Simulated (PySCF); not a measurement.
**Accurate constants of BP, step by step**

What constants does extrapolated CCSD(T) give for BP, and what does each step add?

Computed with PySCF 2.14.0. Level: CCSD(T) on ROHF, no relativity in the base curves; scalar relativity is added as a correction.

## Step 1: The job

* molecule: BP
* state: triplet, unpaired electrons σ ↑, π ↑
* smaller basis: B cc-pVTZ, P cc-pV(T+d)Z
* larger basis: B cc-pVQZ, P cc-pV(Q+d)Z
* frozen core orbitals: 6
* extrapolation: correlation as n⁻³ (n = 3, 4), Hartree–Fock as (n+1)·exp(−9√n)
* corrections: core–valence correlation, scalar relativity
* distances (Å): 1.5356, 1.6054, 1.6752, 1.7450, 1.8148, 1.9021, 1.9893
* masses (u): 11.0093, 30.9738
* dissociation limit: B + P

On the command line:

```sh
$ OMP_NUM_THREADS=4 python comp.py task.json out
```

## Step 2: Coupled cluster at each distance

Q: Predict the outcome of this session. Wanted: for each run, Re; ωe; ωexe; αe; De.

As calculated:

| level | Re (Å) | ωe (cm⁻¹) | ωexe (cm⁻¹) | αe (cm⁻¹) | De (eV) |
| --- | --- | --- | --- | --- | --- |
| CCSD(T)/cc-pVTZ(-PP) | 1.7562 | 936.2 | 6.17 | 0.00581 | 3.094 |
| CCSD(T)/cc-pVQZ(-PP) | 1.7501 | 944.9 | 6.18 | 0.00581 | 3.251 |
| HF/CBS | 1.7137 | 1057.3 | 6.40 | 0.00517 | 1.799 |
| MP2/CBS | 1.7383 | 982.1 | 4.85 | 0.00519 | 3.455 |
| CCSD/CBS | 1.7342 | 985.6 | 6.49 | 0.00565 | 3.103 |
| CCSD(T)/CBS | 1.7464 | 951.3 | 6.17 | 0.00578 | 3.352 |
| CCSD(T)/CBS+CV | 1.7412 | 957.5 | 6.17 | 0.00580 | 3.389 |
| CCSD(T)/CBS+CV+SR | 1.7409 | 956.2 | 6.17 | 0.00581 | 3.382 |

The last step gives Re = 1.7409 Å, ωe = 956.2 cm⁻¹ and De = 3.382 eV; the smaller basis alone is off from it by +15.3 mÅ and -0.29 eV. Near the minimum the mean field binds by 1.78 eV and correlation adds 1.57 eV of binding. T1 is 0.035. Spin–orbit coupling and excitations beyond (T) are left out.
